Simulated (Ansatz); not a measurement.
Mulliken charges of `O=C1CC=CS1` from ωB97M-V/def2-TZVPP in Ansatz (PBE0-D4/def2-TZVP geometry).

| atom | x (Å) | y (Å) | z (Å) | charge (e) |
| --- | --- | --- | --- | --- |
| O1 | -1.926 | -1.402 | 0.937 | -0.268 |
| C2 | -1.156 | -0.626 | 0.457 | 0.125 |
| C3 | 0.348 | -0.799 | 0.342 | -0.079 |
| C4 | 0.919 | 0.401 | -0.319 | -0.212 |
| C5 | 0.028 | 1.329 | -0.653 | -0.084 |
| S6 | -1.633 | 0.955 | -0.250 | 0.042 |
| H7 | 0.537 | -1.725 | -0.212 | 0.116 |
| H8 | 0.745 | -0.961 | 1.351 | 0.116 |
| H9 | 1.979 | 0.506 | -0.510 | 0.125 |
| H10 | 0.241 | 2.271 | -1.141 | 0.122 |

Problem. By hand: the dipole of these point charges (1 e Å = 4.8032 D).

Solution. Σ q r = (0.504, 0.233, -0.180) e Å, of length 0.584 e Å = 2.81 D.

Problem. How does the dipole of the full density compare? (Estimate.)

Solution. Computed: (0.655, 0.241, -0.204) e Å, 3.49 D; the point charges give 0.81 times that, at 5° from its direction.

Point charges leave out the atoms' own dipoles, such as those of lone pairs, and Mulliken's split depends on the basis, so the two needn't agree.
